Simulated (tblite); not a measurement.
Compound: C₅H₁₀N (doublet state).
Structure used (GFN2-xTB), in Å, numbered top down from 1:
```
atom  x, y, z in Å
C1     2.5773   -0.5161   -0.9145
N2     1.5936   -0.1042    0.0595
C3     0.2733    0.0437   -0.3602
C4    -0.8189    0.0100    0.5883
C5    -2.2354   -0.2472    0.1204
C6    -1.8720    1.1092    0.6342
H7     2.4520   -1.5559   -1.2468
H8     3.5717   -0.4047   -0.4832
H9     2.4984    0.1327   -1.7861
H10    1.6695   -0.6044    0.9375
H11    0.1347    0.4698   -1.3378
H12   -0.5525   -0.4172    1.5497
H13   -2.3967   -0.3585   -0.9411
H14   -2.8693   -0.8761    0.7272
H15   -2.2494    1.4142    1.5982
H16   -1.7839    1.9136   -0.0794
```

All values are computed: GFN2-xTB (tblite) harmonic vibrations without scaling, gas phase. This tight-binding method is rough: wavenumbers can miss measured ones by several per cent, in bad cases by 10 to 20. One conformer, not necessarily the lowest. Open shells enter through the occupations alone, without spin polarisation, and single modes of such species can be off by tens of per cent.

Harmonic wavenumbers (cm⁻¹): 59.3, 84.4, 180.7, 194.3, 333.1, 394.1, 414.9, 468.7, 687.2, 801.3, 831.8, 864.9, 890.0, 990.1, 1024.9, 1040.0, 1057.4, 1085.7, 1095.9, 1118.8, 1156.4, 1200.6, 1235.1, 1248.7, 1267.6, 1363.7, 1412.1, 1432.8, 1466.4, 1473.6, 1479.0, 1494.9, 2871.3, 3009.6, 3016.7, 3019.4, 3081.1, 3082.5, 3091.2, 3108.4, 3119.6, 3374.6.

A = 12742, B = 1596, C = 1556 MHz; mass 84.081 u (most abundant isotopes); point group C1, symmetry number 1; spin multiplicity 2.

Problem. Zero-point energy?

Solution. ½Σν̃ = 30311 cm⁻¹ = 362.60 kJ/mol.

Problem. What is S at 350 K and 1 bar for an ideal gas of classical rigid rotors and harmonic oscillators?

Solution. Translation 167.46, rotation 113.80, vibration 92.51, spin (R ln 2) 5.76: S = 379.5 J/(mol K).

Problem. And Cp and H(350 K) − H(0)?

Solution. Cp = 136.95 J/(mol K), of which vibrations give 103.70 (their classical limit is 42 R = 349.2); H(350 K) − H(0) = 28.87 kJ/mol without the zero-point energy, 17.23 from vibrations.

Problem. How do the functions run with temperature in this model?

Solution. 
```tsv
T (K)	S (J/(mol K))	Cp (J/(mol K))	H − H(0) (kJ/mol)	G − H(0) (kJ/mol)	ln q(vib)
50	230.3	47.3	1.94	-9.58	0.30
100	267.7	61.6	4.67	-22.09	1.06
298.15	359.1	119.0	22.24	-84.81	4.33
373.15	388.6	144.9	32.14	-112.86	5.60
500	436.6	184.3	53.10	-165.22	7.79
750	522.8	240.3	106.71	-285.40	12.20
1000	597.4	277.4	171.71	-425.65	16.47
```

q(vib) and H(0) count from the zero-point level.

Problem. What must be added to the electronic energy to get the Gibbs energy at 350 K and 1 bar?

Solution. ZPE + [H(350 K) − H(0)] − T·S = 362.60 + 28.87 − 132.84 = 258.63 kJ/mol.

Hindered rotation and anharmonicity are outside this model. Other conformers, if any are populated, would add a mixing term that is left out. The structure is chiral; the term R ln 2 for an equal mix with its mirror image is left out.
